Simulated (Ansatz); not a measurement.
**CH4⁺, doublet: reading a ladder of total energies**

Geometry: displaced at random from a stationary point.

```xyz
5

C     0.0067   -0.0002    0.0103
H     0.3706    0.7336    0.7472
H    -0.3203   -0.7021    0.7048
H    -0.4111    0.7263   -0.7666
H     0.2805   -0.7549   -0.8084
```

Basis cc-pVDZ; Ansatz 0.2.0. Correlated methods freeze the noble-gas cores, which leaves 7 electrons in 33 orbitals. Prefix R: restricted or restricted open-shell reference; prefix U: unrestricted.

Full CI isn't at hand for all of this; UCCSDT(Q) serves as the reference, and is uncertain by about the last step of the cluster series.

Runs differ by some tens of microhartree through their thresholds and, for an open shell, their frozen cores, so steps under 0.03 kcal/mol mean nothing.

```
    level  total energy (hartree)
      UHF              -39.755870
     UMP2              -39.889472
    UCCSD              -39.913134
 UCCSD(T)              -39.916374
   UCCSDT              -39.916893
UCCSDT(Q)              -39.917032
```

What is the correlation energy at UCCSDT(Q), and what share of it do UMP2 and UCCSD(T) recover?

E(corr) = -39.917032 − (-39.755870) = -0.161162 hartree = -4.385 eV. UMP2: -0.133602 / -0.161162 = 82.90 %. UCCSD(T): -0.160504 / -0.161162 = 99.59 %.

By how many kcal/mol does UCCSD(T) miss UCCSDT(Q) (1 hartree = 627.509 kcal/mol), and which steps make up the rest?

-39.916374 − (-39.917032) = 0.000658 hartree = 0.41 kcal/mol. Steps: UCCSDT − UCCSD(T) = -0.33, UCCSDT(Q) − UCCSDT = -0.09 kcal/mol. That is within 1 kcal/mol of the reference in this basis, which itself misses far more of the correlation at the basis-set limit.
